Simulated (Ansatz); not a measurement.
Geometry optimisation, RKS B3LYP/def2-SVP (Ansatz 0.2.0).

Input file:

```yaml
crystal:
  periodic: [false, false, false]
  atoms:
    - { symbol: Al, position_ang: [0.0, 0.0, 0.0] }
    - { symbol: F, position_ang: [0.0, 0.0, 2.04] }
    - { symbol: H, position_ang: [1.351, 0.0, -0.78] }
    - { symbol: H, position_ang: [-1.351, 0.0, -0.78] }
    - { symbol: S, position_ang: [0.107, -2.427, 0.8072] }
    - { symbol: H, position_ang: [-0.6505, -3.2374, -0.0469] }
    - { symbol: H, position_ang: [0.0529, -1.1996, 1.9334] }
basis:
  gaussian: { orbitals: def2-SVP }
hamiltonian:
  xc: b3lyp
relax:
  f_tol: 0.15
  max_steps: 25
  restrain:
    - { distance: [0, 4], at: 3.46, k: 30.0 }
    - { distance: [6, 1], at: 2.12, k: 30.0 }
    - { distance: [0, 1], at: 1.69, k: 30.0 }
    - { distance: [6, 4], at: 1.4, k: 30.0 }
```

Run as:

```bash
$ ansatz run input.yaml --threads 2 --pin off --max-ram 3072MiB --backend cpu --events-out ev --progress --plain --runs-dir out
```

Task: Where does it end, and by what steps?

Result: The forces met the threshold. The restraints hold the end off the free minimum. After 7 steps the energy has fallen by 1.803 eV (the restraints' own energy left out); H7 moved furthest, 0.75 Å. Parted: Al1–S5 (2.56 → 3.45 Å).

| step | energy less start (eV) | largest force component (eV/Å) | accepted |
| --- | --- | --- | --- |
| 0 | 0.0000 | 2.281 | yes |
| 1 | 0.1910 | 2.269 | yes |
| 2 | -0.3924 | 2.068 | yes |
| 3 | -1.1978 | 1.455 | yes |
| 4 | -1.6116 | 1.456 | yes |
| 5 | -1.7354 | 0.919 | yes |
| 6 | -1.7747 | 0.800 | yes |
| 7 | -1.8034 | 0.672 | yes |

```xyz
7
Properties=species:S:1:pos:R:3
Al 0.073 0.287 -0.104
F -0.048 0.196 1.579
H 1.483 0.643 -0.707
H -1.296 0.161 -0.879
S 0.304 -2.991 0.945
H -0.981 -3.239 0.578
H -0.027 -1.922 1.761
```

Run time: 12 s on 2 threads of Arm Neoverse V1, on a shared host, peak memory 0.14 GiB.
